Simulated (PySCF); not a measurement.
## Unknown compound

The spectra below were simulated for a compound C$_{2}$H$_{2}$ClF$_{3}$.

1H NMR (600 MHz, computed): δ 4.57 (m, 2H).

13C{1H} NMR (computed): δ 139.0 (C), 87.2 (CH2).

Relativity neglected, no solvent model, a single conformation, fast rotation and ring inversion assumed for equivalent nuclei. Geometry from PBE0-D3(BJ)/def2-TZVP; shielding tensors at B97-2/pcSseg-2 (GIAO); PySCF 2.14.

Shifts are taken against calculated references (same method and geometry level): 1H (σref 31.64) and 13C (σref 185.38) vs TMS.

Deduce the structure.

Results:


1. The formula gives 0 degrees of unsaturation.
2. 2 carbon signals for 2 carbons: no two carbons are equivalent.
3. Carbon types of the structure: 1 × C, 1 × CH2, which accounts for all hydrogens.
4. δC 139.0: fully substituted sp3 carbon bonded to Cl and 2 F; 3 electronegative neighbours deshield it.
5. δC 87.2: sp3 CH2 bonded to F; the inductive effect lowers its shielding.
6. δH 4.57: hydrogen on an sp3 CH2 bonded to F; its carbon carries F, an electronegative neighbour.

These data were computed for `InChI=1S/C2H2ClF3/c3-2(5,6)1-4/h1H2`.

The shifts were computed for this structure.

Carbons that carry Cl, above all several Cl atoms, come out too deshielded, partly because spin–orbit coupling is missing. Splittings by 19F in the carbon and heteronuclear signals aren't shown, as no couplings were computed. Shifts are as computed. Against solution values, carbons near 30 ppm lie about +3 ppm off and those near 130 ppm about +7 ppm; carbons on Cl a further +5 ppm. Of 1211 compounds with measured shifts, 218 miss one by over three times the rms of a fit or turn the order of signals round; such compounds aren't used in these exercises.
